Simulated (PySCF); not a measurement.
Compound: C4H7FN (doublet state).
Z-matrix (Å and degrees, PBE0-D3(BJ)/def2-SVP geometry), rows numbered from 1:
```
F 
C   1  1.3724
C   2  1.5195  1  112.89
C   3  1.5301  2  101.98  1   152.67
N   4  1.4427  3  108.71  2   -27.49
C   5  1.4328  4  107.32  3    10.29
H   2  1.1042  1  107.49  3  -123.16
H   3  1.1020  2  107.59  1    35.80
H   3  1.0985  2  113.81  1   -83.87
H   4  1.1037  3  114.11  2  -150.79
H   4  1.1101  3  111.35  2    90.81
H   6  1.1032  2  114.61  1    86.01
H   6  1.1110  2  107.68  1   -31.14
```

The hyperfine couplings belong to this conformer and change with its torsions.

Identity: `F[C@H]1CC[N]C1` [radical].

Method: PySCF 2.14.0, UKS B3LYP, IGLO-III on C F N, pcH-1 on H, non-relativistic, mean-field spin-orbit, GIAO. One conformer (not necessarily the lowest) at the PBE0-D3(BJ)/def2-SVP geometry, without solvent, vibrations or thermal averaging. Stability of the SCF solution: not tested.

Question: Give the principal g shifts and their parts.

Answer: 
| Δg (ppm) | 1 | 2 | 3 |
| --- | --- | --- | --- |
| relativistic mass correction | -203 | -203 | -203 |
| gauge correction | -7 | 38 | 30 |
| orbital Zeeman/spin–orbit | 33 | 1878 | 4601 |
| total | -178 | 1713 | 4428 |

So g = 2.00214, 2.00403, 2.00675 and g_iso = 2.00431; the tensor is rhombic: the two nearest values differ by 41 % of g3 − g1. 

Question: At 9.398 GHz, how far is the centre of the isotropic spectrum from where a free electron (g = 2.002319) resonates?

Answer: B = hν/(g μB) with μB/h = 13.99624 MHz/mT gives 335.34 mT for the free electron and 335.01 mT at g_iso, 0.33 mT lower.

Question: What effective moment and Curie constant follow for a powder?

Answer: With the mean of g² = 4.0172 and S(S+1) = 0.75: μ_eff = √(⟨g²⟩S(S+1)) = 1.736 μB and χT = 0.12505·⟨g²⟩·S(S+1) = 0.377 cm³ K/mol (cgs; spin-Hamiltonian part alone).

Question: In a frozen sample, at which fields do the three g values resonate at 9.5, 34, 94 and 263 GHz (hyperfine left aside), and which band first spreads them over more than twice a line width of 0.3 mT?

Answer: 
```csv
band,GHz,B(g3) mT,B(g2) mT,B(g1) mT,spread mT
X,9.5,338.24,338.69,339.01,0.78
Q,34.0,1210.53,1212.17,1213.31,2.78
W,94.0,3346.75,3351.29,3354.45,7.70
J,263.0,9363.79,9376.47,9385.33,21.54
```

The spread grows in proportion to the frequency. X band is the first where it exceeds 0.6 mT.

The Mulliken spin populations are largest on N5 (+0.95), C6 (-0.10), C4 (-0.10) and H13 (+0.08). No atom but N5 exceeds +0.15.

The HOMO–LUMO gaps are 7.64 eV among the α and 4.75 eV among the β orbitals.

Time: 85 s of wall time. Hardware: an Arm Neoverse N1 with one thread, shared host.
